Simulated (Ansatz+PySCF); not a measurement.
Results of a calculation; reference values are marked as such.
This PySCF input gave a total energy of -794.78346 hartree.

```python
from pyscf import gto, scf

mol = gto.M(atom="""
S 0.000000 0.000000 -1.028140
S 0.000000 0.000000 1.028140
""", basis='def2-svp', charge=0, spin=2)
mf = scf.UHF(mol)
mf.kernel()
print(mf.converged, mf.e_tot, mf.spin_square()[0])
```

(1) Write an input for Ansatz with the same method and basis set.

## Answers

(1)

```yaml
crystal:
  periodic: [false, false, false]
  atoms:
    - { symbol: S, position_ang: [0.0, 0.0, -1.02814] }
    - { symbol: S, position_ang: [0.0, 0.0, 1.02814] }
basis:
  gaussian: { orbitals: def2-SVP }
magnetization:
  spin_polarized: true
  initial_magnetization: 2
hamiltonian:
  xc: hf
scf:
  omitted_lower_state_checks: [stability, starts, atomic_configurations, cluster_reference, orbital_swaps, given_window_search, neighbouring_geometries, increment]
```

Ansatz (development build ahead of 0.2.0) gave -794.78346 hartree, 0.03 meV from the first. This is not the lowest solution: another run reaches a determinant 0.09 eV lower.
